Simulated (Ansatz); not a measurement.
Rock-salt MgSe, relaxed in Ansatz (plane waves) with several semilocal functionals. Each gives its own volume and its own elastic constant C11:

| level | V0 (Å³/atom) | elastic constant C11 (GPa) | ln V0 | ln C11 |
|---|---|---|---|---|
| LDA | 19.588 | 135.5 | 2.9749 | 4.9090 |
| PBEsol | 20.230 | 126.5 | 3.0072 | 4.8402 |
| PBE | 20.890 | 114.0 | 3.0393 | 4.7362 |

Problem. Fit a straight line to ln C11 against ln V0. What does it predict for r²SCAN, whose volume is 20.481 Å³/atom?

Solution. With x = ln V0 and y = ln C11: means 3.00713 and 4.82847; Σ(Δx Δy) = -0.005563, Σ(Δx²) = 0.002074, so the slope is -2.68. At x = 3.0195 the line gives y = 4.82847 + (-2.68) × (3.0195 − 3.00713) = 4.7953, or 120.9 GPa. The run with r²SCAN gives 124.6 GPa, +3.1 % from the line. The rows used scatter about it by up to 1.2 %, while the largest value lies 19 % above the smallest.

Ansatz's density-functional and Hartree–Fock values are scalar-relativistic unless marked +SOC, with PAW data made under PBE.

Ansatz is a quantum-chemistry and plane-wave program.
